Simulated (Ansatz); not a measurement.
**C₂H₄S₂: small, medium and large basis sets**

An exercise on one series of results from a longer session: the logs are not shown, and one member is left open.

Program: Ansatz 0.2.0, Gaussian basis. Level of theory: one geometry, several basis sets. These are calculated values, not measurements.

Levels to be run: PBE0-D4/def2-SVP; ωB97M-V/def2-SVP; PBE0-D4/def2-QZVPP; ωB97M-V/def2-QZVPP; the functionals' def2-TZVPP values are taken from earlier runs.

## The geometry

All runs share one geometry, relaxed beforehand with PBE0-D4 in a triple-zeta def2 set.

SMILES `C=C(S)S`, 8 atoms, charge 0, spin multiplicity 1.

Atoms are counted from 1 here; the program's logs count them from 0.

Bond lengths: C1–C2 1.331 Å, C1–H5 1.083 Å, C1–H6 1.082 Å, C2–S3 1.756 Å, C2–S4 1.759 Å, S3–H7 1.344 Å, S4–H8 1.344 Å. Angles: C2–C1–H5 121.6°, C2–C1–H6 120.4°, H5–C1–H6 118.0°, C1–C2–S3 126.0°, C1–C2–S4 120.6°, S3–C2–S4 113.2°, C2–S3–H7 96.7°, C2–S4–H8 96.7°.

Set-up of the first run:

The input, in.yaml:

```yaml
crystal:
  periodic: [false, false, false]
  atoms:
    - {symbol: C, position_ang: [-0.254163, 0.986725, -0.613130]}
    - {symbol: C, position_ang: [-0.106001, -0.201854, -0.032624]}
    - {symbol: S, position_ang: [1.416775, -1.023085, 0.266313]}
    - {symbol: S, position_ang: [-1.511363, -1.170439, 0.394579]}
    - {symbol: H, position_ang: [0.592493, 1.533206, -1.009654]}
    - {symbol: H, position_ang: [-1.236807, 1.430323, -0.710046]}
    - {symbol: H, position_ang: [2.209198, 0.050784, 0.104657]}
    - {symbol: H, position_ang: [-1.018031, -1.662761, 1.544206]}
basis:
  gaussian: {orbitals: def2-SVP}
hamiltonian: {xc: pbe0, dispersion: d4}
output: {orbitals: {seedname: orbitals}}
```

Launch:

```sh
$ ansatz run in.yaml --threads 2 --pin off --events-out ev --progress --plain --max-ram 4352MiB
```

Among the steps run: PBE0-D4 in def2-SVP; ωB97M-V in def2-SVP; PBE0-D4 in def2-QZVPP; ωB97M-V in def2-QZVPP.

One of the session's tables, all rows but one given; the rest of the session is left out.

It belongs to the step «Functionals by basis». 

```
functional       basis  HOMO (eV)  LUMO (eV)
   PBE0-D4    def2-SVP      -6.47      -0.14
   PBE0-D4  def2-TZVPP      -6.59      -0.48
   PBE0-D4  def2-QZVPP          ?          ?
   ωB97M-V    def2-SVP      -8.55       2.02
   ωB97M-V  def2-TZVPP      -8.70       1.57
   ωB97M-V  def2-QZVPP      -8.74       1.33
```

**Question.** Estimate the row for PBE0-D4, def2-QZVPP.

**Answer.** HOMO (eV): -6.63; LUMO (eV): -0.58. In the column «HOMO (eV)» it lies between ωB97M-V, def2-SVP (-8.55) and PBE0-D4, def2-TZVPP (-6.59).
